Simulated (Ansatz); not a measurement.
S4⁻. Total charge -1; doublet. Geometry PBE-D4/def2-TZVPD; atoms count from 1.

Cartesian coordinates in Å:
```
S 0.3515 -0.4474 0.9138
S -0.3524 0.4456 -0.9139
S 0.9315 -0.0049 -2.3692
S -0.9306 0.0067 2.3693
```

Another isomer (doublet) lies 0.03 eV lower at PBE-D4/def2-TZVPD; other spin states weren't run for this one.

**Question.** Estimate the Mulliken populations from the PBE0/def2-TZVPD orbitals of Ansatz.

**Answer.** 
| atom | charge (e) | spin (α − β) |
| --- | --- | --- |
| S1 | 0.03 | 0.28 |
| S2 | 0.03 | 0.28 |
| S3 | -0.53 | 0.22 |
| S4 | -0.53 | 0.22 |
Mulliken values and Mayer orders depend strongly on the basis. With diffuse functions, as here, like atoms can get unlike values, and bond orders can come out too low or too high.

**Question.** Where does the spin sit?

**Answer.** Summed by element: S 1.00, of 1 unpaired in all. Largest on single atoms: S1 0.28, S2 0.28, S4 0.22.

**Question.** And the Mayer bond orders between bonded heavy atoms (over 0.3)?

**Answer.** S1–S2 1.02 (2.15 Å); S1–S4 1.32 (1.99 Å); S2–S3 1.32 (1.99 Å).
